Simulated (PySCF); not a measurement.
Static response to an electric field

Species: HF.
Cartesian coordinates in Å at the PBE0-D3(BJ)/def2-TZVP level; atoms count from 1:
```xyz
2
HF angstrom
F      0.4684   -0.0278    0.0009
H     -0.4510   -0.0011   -0.0131
```

The species is `F` (HF).

Level: CAM-B3LYP/aug-cc-pVTZ (PySCF), static field, nuclei fixed, core orbitals frozen in the response. The polarisability tensor in these axes (au):

```
x    6.49 -0.04  0.02
y   -0.04  5.04  0.00
z    0.02  0.00  5.04
```

Q: What are the eigenvalues, a third of the trace, and Δα (Δα² = ½Σ(αi − αj)² over the three pairs)?

A: Principal values 5.04, 5.04 and 6.49 au; mean 5.52 au = 0.82 Å³ = 0.91 × 10⁻⁴⁰ C²·m²/J; Δα = 1.45 au (26 % of the mean).

Q: What is the dipole moment, and where does it point?

A: (-1.83, 0.05, -0.03) D, 1.83 D in size, pointing from the negative to the positive side. Measured along this direction, the outermost atoms are F1 at the negative end and H2 at the positive end.

Q: Sum over states: ᾱ = Σ f/ω², ω in Eh. What share falls to these 10 lowest TDDFT singlets (eV, f)? 9.62, 0.0350; 9.62, 0.0350; 12.53, 0.0094; 12.53, 0.0094; 13.42, 0.1077; 13.48, 0.0000; 13.53, 0.0000; 13.53, 0.0000; 13.95, 0.0047; 13.95, 0.0047.

A: They add up to 1.13 au, 20.4 % of the 5.52 au; the largest single term is 0.44 au, from the state at 13.42 eV. Terms in order: 0.28, 0.28, 0.04, 0.04, 0.44, 0.00, 0.00, 0.00, 0.02, 0.02 au. Higher excitations give the rest. The strengths listed sum to 0.206.

Q: Molar refractivity from α?

A: Lorentz–Lorenz: R = (4π/3)N_A α = 2.5225 cm³/(mol·Å³) × 0.82 Å³ = 2.1 cm³/mol, in the limit of long wavelengths.

Q: What depolarisation ratio follows for Rayleigh scattering of linearly polarised light, taking the static tensor?

A: ρ = 3Δα²/(45ᾱ² + 4Δα²) = 6.3/(1373 + 8.4) ≈ 0.00459.

Q: How large is μ²/3kT at 250 K beside α?

A: In Gaussian units μ²/3kT = 32.34 Å³ against 0.82 Å³, a ratio of 39.52; the Debye molar polarisation (4π/3)N_A(α + μ²/3kT) is 83.7 cm³/mol, leaving out the vibrational part.

Isolated species at its PBE0-D3(BJ)/def2-TZVP geometry, gas phase.

The run behind these numbers computed excited states as well. The run took 1.3 s wall on one thread of an Arm Neoverse N1, shared host, and the process peaked at 0.28 GiB of memory.
